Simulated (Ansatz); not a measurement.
# CNS radical: geometry and frequencies at several levels

One table from this session's results is given with a row withheld; the runs are named, their logs left out.

Computed with Ansatz 0.2.0 (the levels named in each step, unless a step's input says otherwise).

### Starting point

Bond lengths: N1–C2 1.158 Å, C2–S3 1.628 Å. Angles: N1–C2–S3 180.0°.

Coordinates:

```xyz
3

N     0.0000    0.0000   -1.3145
C     0.0000    0.0000   -0.1570
S     0.0000    0.0000    1.4715
```

Set-up of the first run:

Contents of input.yaml:

```yaml
crystal:
  periodic: [false, false, false]
  atoms:
    - { symbol: "N", position_ang: [0.0, 0.0, -1.3145] }
    - { symbol: C, position_ang: [0.0, 0.0, -0.15696] }
    - { symbol: S, position_ang: [0.0, 0.0, 1.47146] }
magnetization:
  spin_polarized: true
  initial_magnetization: 1
basis:
  gaussian: { orbitals: def2-SVP }
hamiltonian:
  xc: pbe
  dispersion: d4
relax:
  f_tol: 0.03
  max_steps: 200
```

Started as:

```sh
$ ansatz run input.yaml --threads 2 --pin off --max-ram 5120MiB --backend cpu --events-out ev --progress --plain --runs-dir out
```

Among the steps run: A rough first relaxation, PBE-D4/def2-SVP; Relaxation, PBE0-D4/def2-TZVPP; Frequencies, PBE0-D4/def2-TZVPP; Relaxation, PBE-D4/def2-TZVPP; Frequencies, PBE-D4/def2-TZVPP; Relaxation, r2SCAN-D4/def2-TZVPP; Frequencies, r2SCAN-D4/def2-TZVPP; Relaxation, B3LYP-D4/def2-TZVPP; Frequencies, B3LYP-D4/def2-TZVPP; Relaxation, B2PLYP/def2-TZVPP.

One table of the session follows, with a row left open; its other results are not shown here.

```
               level  N1–C2 (Å)  C2–S3 (Å)  rotational constants (MHz)  dipole (D)  highest frequency (cm⁻¹)
  PBE0-D4/def2-TZVPP     1.1745     1.6188                      6193.6        2.41                      1997
   PBE-D4/def2-TZVPP     1.1914     1.6243                        6104        2.33                      1923
r2SCAN-D4/def2-TZVPP     1.1832     1.6132                      6188.4        2.39                      1936
 B3LYP-D4/def2-TZVPP          ?          ?                           ?           ?                         ?
   B2PLYP/def2-TZVPP     1.1741     1.6353                      6115.1        2.53                         -
```

**Question.** Estimate the row for B3LYP-D4/def2-TZVPP.

As computed: N1–C2 (Å): 1.1751; C2–S3 (Å): 1.6250; rotational constants (MHz): 6161; dipole (D): 2.43; highest frequency (cm⁻¹): 1987. In the column «N1–C2 (Å)» it lies between PBE0-D4/def2-TZVPP (1.1745) and r2SCAN-D4/def2-TZVPP (1.1832).
